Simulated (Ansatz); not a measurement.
Co2Si (Pnma)

Method: Ansatz 0.2.0, DFT PBE, scalar-relativistic, plane waves, PAW.

Plane waves to 420 eV, a k mesh through Γ of 8×10×6 on the computed 12-atom cell and Gaussian smearing (0.10 eV); collinear spin from starting moments 0.47 0.47 0.47 0.47 0.27 0.27 0.27 0.27 0 0 0 0 μB.

The structure is relaxed at this level of theory with its symmetry kept. Whether it is the stable form of this composition wasn't checked.

```cif
data_structure
_symmetry_space_group_name_H-M 'Pnma'
_symmetry_Int_Tables_number 62
_cell_length_a 4.8832
_cell_length_b 3.7116
_cell_length_c 7.0404
_cell_angle_alpha 90.000
_cell_angle_beta 90.000
_cell_angle_gamma 90.000
_cell_volume 127.61
loop_
_atom_site_label
_atom_site_type_symbol
_atom_site_symmetry_multiplicity
_atom_site_Wyckoff_symbol
_atom_site_fract_x
_atom_site_fract_y
_atom_site_fract_z
_atom_site_occupancy
Co1 Co 4 c 0.96372 0.75000 0.21742 1
Co2 Co 4 c 0.82672 0.75000 0.56465 1
Si1 Si 4 c 0.29735 0.75000 0.60570 1
```

| Quantity | Value |
| --- | --- |
| Space group | Pnma (No. 62) |
| Volume per atom | 10.63 Å³ |
| Formation energy from the elements' standard states (uncorrected) | -0.445 eV/atom |
| Kohn–Sham band gap | none (metal) |
| Density of states at the Fermi level | 9.67 states/eV per cell |
| Löwdin character within 0.5 eV of the Fermi level | Co 3d 91 % |
| Total moment | 2.40 μB per cell |
| Site moments (μB; atoms counted from 1 over the whole cell) | Co (atom 1) 0.43, Co (atom 2) 0.43, Co (atom 3) 0.43, Co (atom 4) 0.43, Co (atom 5) 0.25, Co (atom 6) 0.25, Co (atom 7) 0.25, Co (atom 8) 0.25 |

Only this magnetic start was tried.

Cost: 1 run of about 8.5 core-minutes, on Intel Xeon Platinum 8488C (Sapphire Rapids) (shared hosts).